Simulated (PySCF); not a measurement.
## Reproducing measurements on C5H9N

**The experiment to reproduce.**

NIST CCCBDB Release 22 (SRD 101), experimental dipoles lists, for the gas: dipole moment (microwave Stark effect) 3.95 D.

How close the calculation comes is told at the end.

Species: C5H9N.
SMILES with atom numbers: `[CH3:1][C:2]([CH3:3])([CH3:4])[C:5]#[N:6]` (hydrogens: H7, H8, H9 on C1; H10, H11, H12 on C3; H13, H14, H15 on C4)

Geometry (PBE0-D3(BJ)/def2-TZVP, Å), atoms numbered from 1 in this order:
```xyz
15
C5H9N angstrom
C      0.017    1.399    0.447
C     -0.046   -0.100    0.145
C     -1.078   -0.379   -0.952
C      1.331   -0.618   -0.277
C     -0.457   -0.807    1.362
N     -0.776   -1.367    2.315
H     -0.954    1.775    0.771
H      0.747    1.611    1.230
H      0.313    1.936   -0.457
H     -1.141   -1.446   -1.169
H     -0.784    0.145   -1.864
H     -2.068   -0.029   -0.656
H      2.074   -0.442    0.504
H      1.301   -1.689   -0.486
H      1.650   -0.098   -1.183
```

The PySCF runs (gas phase, on this PBE0-D3(BJ)/def2-TZVP geometry; no spin–orbit coupling):

| level | job | basis functions | wall time |
| --- | --- | --- | --- |
| PBE0-D3(BJ)/def2-TZVP, grid level 2 | geometry optimisation from a GFN2-xTB start shaken at random | 240 | 3.7 min |
| B97-2/pcSseg-2 | shieldings | 342 | 53 s |
| KT3/pcSseg-2 | shieldings | 342 | 76 s |
| PBE0/pcSseg-2 | shieldings, charges and field gradients | 342 | 56 s |
| wB97X-D/pcSseg-2 | shieldings | 342 | 69 s |

Hardware: one thread of an Arm Neoverse V1, no GPU, shared host.

Results beside the measurements:

**Dipole moment.** Measured: 3.95 D (NIST CCCBDB Release 22 (SRD 101), experimental dipoles).

```csv
level,computed (D),computed − measured (D),% (from the printed values)
PBE0-D3(BJ)/def2-TZVP,4.13,+0.18,+5
B97-2/pcSseg-2,4.16,+0.21,+5
KT3/pcSseg-2,4.04,+0.09,+2
PBE0/pcSseg-2,4.17,+0.22,+6
wB97X-D/pcSseg-2,4.19,+0.24,+6
```

Closest is KT3/pcSseg-2 (+0.09 D), furthest wB97X-D/pcSseg-2 (+0.24 D); one molecule doesn't rank methods. All 5 levels lie above the measurement. The computed dipoles belong to one fixed geometry; measured ones are averaged over vibrations unless marked μe. Magnitudes are compared, not signs.

No measured geometry was used, and the causes of the misses weren't examined.
